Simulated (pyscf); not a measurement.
A first-order saddle from PySCF, ωB97X-D3(BJ)/def2-SVP:

```xyz
9

Ga     0.3023    -0.1935    -0.9293
O      1.4842     1.0557    -0.6087
H      0.6462     1.0743     0.4426
C     -1.1559    -0.4532     0.4930
C     -0.4586     0.6478     1.1939
H     -1.0820    -1.4733     0.8872
H     -2.1321    -0.2637     0.0320
H      0.0084     0.3407     2.1404
H     -1.0562     1.5670     1.2734
```
Charge 0, spin multiplicity 1.

Surface: singlet, charge 0. Lowest wavenumbers (cm⁻¹): 2281i, 144, 181, 478, 492.

Task: What reaction is this the transition state of?

Result: HO–Ga [singlet] + H₂C=CH₂ ⇌ H₃C–CH₂–Ga=O, an addition across a multiple bond or ene-type step read from left to right: H–O broken and C–Ga, C–H formed. At CCSD(T)/def2-TZVPP + ΔMP2(QZVPP) it lies +2.92 eV from the left side and +2.49 eV from the right (each side as separated species at their lowest minima found). This is the saddle that the search found; another between the same sides may lie lower. The CCSD(T) − MP2 part came from Ansatz, without density fitting, on the same reference. The frozen core leaves the outer d or s,p core shells of the metals and heavy elements correlated in the MP2 and CC values, and def2-TZVPP describes them poorly, which can shift differences by a few kcal/mol. Elements up to Kr have no core potential and no relativistic terms here.
